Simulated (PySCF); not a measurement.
Species: C₄H₂O₂.
Geometry (PBE0-D3(BJ)/def2-TZVP, Å), atoms numbered from 1 in this order:
```
atom  x, y, z in Å
O1     2.038   -1.110    0.262
C2     1.509   -0.061    0.021
C3     0.033    0.079   -0.011
C4    -1.096   -0.640    0.083
C5    -1.212    0.768   -0.129
O6    -1.863    1.757   -0.285
H7     2.085    0.857   -0.188
H8    -1.485   -1.641    0.223
```

The calculation used PySCF 2.14.0, PBE0-D3(BJ)/def2-TZVP geometry optimisation, gas phase.

Take the most abundant isotopes and a rigid rotor. The values belong to one conformer with, in the numbering `[O:1]=[CH:2][c:3]1[cH:4][c:5]1=[O:6]`, O1–C2–C3–C4 -5°.

Give the principal moments of inertia and the rotational constants in MHz.

Ia = 34.21, Ib = 239.27, Ic = 273.38 u·Å²; 505379 MHz·u·Å²/I gives A = 14775, B = 2112, C = 1849 MHz.

Classify the top.

A near-prolate asymmetric top: κ = (2 × 2112 − 14775 − 1849)/(14775 − 1849) = -0.96.

What does the inertial defect say?

Not planar: Δ = Ic − Ia − Ib = -0.09 u·Å². For a rigid frame Δ = −2 Σ m c², so Σ m c² = 0.05 u·Å² lies off the ab plane: 0.01 from hydrogen and 0.04 from heavier atoms. The atom farthest from that plane is 0.10 Å away.

Where do the levels up to J = 4 lie, in cm⁻¹?

Above 0(0,0):
J = 1: 1(0,1) 0.1321, 1(1,1) 0.5545, 1(1,0) 0.5633
J = 2: 2(0,2) 0.3962, 2(1,2) 0.8099, 2(1,1) 0.8363, 2(2,1) 2.1035, 2(2,0) 2.1036
J = 3: 3(0,3) 0.7920, 3(1,3) 1.1930, 3(1,2) 1.2458, 3(2,2) 2.4998, 3(2,1) 2.5005, 3(3,1) 4.6338, 3(3,0) 4.6338
J = 4: 4(0,4) 1.3191, 4(1,4) 1.7036, 4(1,3) 1.7915, 4(2,3) 3.0282, 4(2,2) 3.0302, 4(3,2) 5.1625, 4(3,1) 5.1625, 4(4,1) 8.1497, 4(4,0) 8.1497
The levels of one J sum to (2J + 1)J(J + 1)(A + B + C)/3.

Which lines would a microwave search look for?

The dipole components are |μa| = 1.43 D, |μb| = 0.95 D, |μc| = 0.17 D. Intensities carry the squares of the components, which stand as 1.00 : 0.44 : 0.01 (a : b : c). Some lines, for components of 0.1 D or more:

```csv
type,branch,"J(Ka,Kc)",MHz,lower level (cm⁻¹)
a,R,"2(0,2) ← 1(0,1)",7917,0.132
c,Q,"2(1,2) ← 2(0,2)",12403,0.396
b,R,"2(1,2) ← 1(0,1)",20321,0.132
b,Q,"4(2,2) ← 4(1,3)",37134,1.792
b,Q,"3(2,1) ← 3(1,2)",37616,1.246
c,R,"2(2,1) ← 1(1,1)",46437,0.554
c,R,"3(2,2) ← 2(1,2)",50661,0.810
b,R,"4(2,3) ← 3(1,2)",53435,1.246
c,Q,"3(3,1) ← 3(2,1)",63954,2.500
b,Q,"4(3,2) ← 4(2,3)",63986,3.028
b,R,"4(4,0) ← 3(3,1)",105405,4.634
```

Stationary, but not proved a minimum. Constants of a rigid frame at the computed geometry: no zero-point averaging, no centrifugal distortion.

On Arm Neoverse V2, one thread, shared host with 32 logical CPUs at a one-minute load of 17, this took 37 s of wall time and 0.80 GiB of memory at its peak. This is the geometry optimisation.
